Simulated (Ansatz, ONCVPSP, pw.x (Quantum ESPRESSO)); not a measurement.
Equation-of-state test of one ONCV potential (thallium)

* Element: Tl
* Generator: ONCVPSP 4.0.1.1 (patched build)
* Type: optimised norm-conserving Vanderbilt (ONCV)
* Functional: LDA (Perdew-Wang 92)
* Relativity: scalar-relativistic
* Frozen core: [Xe] 4f14
* Valence charge: 13
* Reference configuration: 5d10 6s2 6p1
* Partial waves: 6s: rc 1.65 bohr, ncon 3, nbas 7, qcut 3.5 1/bohr, 2 projectors, debl 3.8 Ha; 6p: rc 2.90 bohr, ncon 4, nbas 7, qcut 2.8 1/bohr, 1 projector; 5d: rc 2.05 bohr, ncon 4, nbas 7, qcut 7.7 1/bohr, 2 projectors, debl 3 Ha
* Local potential: polynomial inside 1.45 bohr (lpopt 1, dvloc0 2 Ha)
* Core correction: polynomial model core, fcfact 0.3

Crystal test: bcc Tl in pw.x 7.5, no spin, 12³ k-points, Fermi–Dirac smearing 0.01 Ry, cutoffs 140/560 Ry. The reference is all-electron LAPW (Ansatz 0.2.0) with the same functional, mesh and smearing; V0 and B0 come from Birch–Murnaghan fits to the pressures at five volumes. Errors are pseudo minus all-electron; Δ is the rms difference of the E(V) curves that follow from these fits, minima aligned, over ±6 % about the mean V0. Mesh and smearing are coarse, so the numbers serve the comparison and aren't converged zero-temperature values; the lattice is a test structure that the element need not adopt.

| V (Å³/atom) | P all-electron (GPa) | P pseudo (GPa) |
| --- | --- | --- |
| 26.120 | 2.15 | 1.42 |
| 26.808 | 0.85 | 0.18 |
| 27.495 | -0.27 | -0.88 |
| 28.182 | -1.21 | -1.77 |
| 28.870 | -2.01 | -2.53 |

All-electron: a0 = 3.795 Å (V0 = 27.32 Å³/atom), B0 = 42.4 GPa.

Pseudopotential: mean pressure error (GPa): -0.62; a0 (Å): 3.776; a0 error (%): -0.50; B0 error (%): +3.2; Δ (meV/atom): 3.8. The generator flags a localised state at positive energy (p at 10 eV). Atomic configuration tests: 1 of 4 tests not solved or not reliable.

Problem. At the middle volume, how do free energy and pressure move when the wave cutoff is lowered (ecutrho kept at four times it)?

Solution.

| cutoff (Ry) | shift of F (meV/atom) | shift of P (GPa) |
| --- | --- | --- |
| 63 | +56.9 | -0.56 |
| 84 | +37.2 | -0.01 |
| 112 | +11.0 | -0.49 |

Input at the middle volume:

```
&control
  calculation='scf', prefix='x', pseudo_dir='./', outdir='./tmp', tstress=.true., disk_io='none'
/
&system
  ibrav=0, nat=1, ntyp=1, ecutwfc=140, ecutrho=560, nbnd=14,
  occupations='smearing', smearing='fd', degauss=0.01
/
&electrons
  conv_thr=1e-09, mixing_beta=0.4, electron_maxstep=70
/
ATOMIC_SPECIES
Tl 1.0 Tl.UPF
CELL_PARAMETERS angstrom
  -1.90136098 1.90136098 1.90136098
  1.90136098 -1.90136098 1.90136098
  1.90136098 1.90136098 -1.90136098
ATOMIC_POSITIONS crystal
Tl 0.0000 0.0000 0.0000
K_POINTS automatic
12 12 12 0 0 0
```

```bash
pw.x < Tl.scf.in > Tl.scf.out
```

Lines of the output:

```
Message from routine setup:
     using ibrav=0 with symmetry is DISCOURAGED, use correct ibrav instead
     lattice parameter (alat)  =       6.2233  a.u.
     unit-cell volume          =     185.5455 (a.u.)^3
     number of electrons       =        13.00
     number of Kohn-Sham states=           14
     kinetic-energy cutoff     =     140.0000  Ry
     charge density cutoff     =     560.0000  Ry
     scf convergence threshold =      1.0E-09
     Exchange-correlation= SLA  PW   NOGX NOGC
     number of k points=    72  Fermi-Dirac smearing, width (Ry)=  0.0100
     iteration #  1     ecut=   140.00 Ry     beta= 0.40
     total energy              =    -115.14536127 Ry
     estimated scf accuracy    <       0.00775121 Ry
     iteration #  2     ecut=   140.00 Ry     beta= 0.40
     total energy              =    -115.14607390 Ry
     estimated scf accuracy    <       0.00055478 Ry
     iteration #  3     ecut=   140.00 Ry     beta= 0.40
     c_bands:  1 eigenvalues not converged
     total energy              =    -115.14616729 Ry
     estimated scf accuracy    <       0.00005452 Ry
     iteration #  4     ecut=   140.00 Ry     beta= 0.40
     total energy              =    -115.14617076 Ry
     estimated scf accuracy    <       0.00000483 Ry
     iteration #  5     ecut=   140.00 Ry     beta= 0.40
     total energy              =    -115.14617152 Ry
     estimated scf accuracy    <       0.00000014 Ry
     iteration #  6     ecut=   140.00 Ry     beta= 0.40
     total energy              =    -115.14617160 Ry
     estimated scf accuracy    <          6.3E-09 Ry
     iteration #  7     ecut=   140.00 Ry     beta= 0.40
     the Fermi energy is    10.9472 ev
!    total energy              =    -115.14617160 Ry
     estimated scf accuracy    <          6.9E-10 Ry
     smearing contrib. (-TS)   =      -0.00221331 Ry
     The total energy is F=E-TS. E is the sum of the following terms:
     one-electron contribution =     -18.08646043 Ry
     hartree contribution      =      19.80465605 Ry
     xc contribution           =     -31.27606501 Ry
     ewald contribution        =     -85.58608890 Ry
     convergence has been achieved in   7 iterations
          total   stress  (Ry/bohr**3)                   (kbar)     P=       -8.80
     Message from routine punch:
     Nothing written, as per user request (disk_io='none')
```

The run at the middle volume (72 k-points, 7 iterations) took about 39 s on one core of a shared host (Intel(R) Xeon(R) 6975P-C, 192 threads, 1512 GiB, load 137).
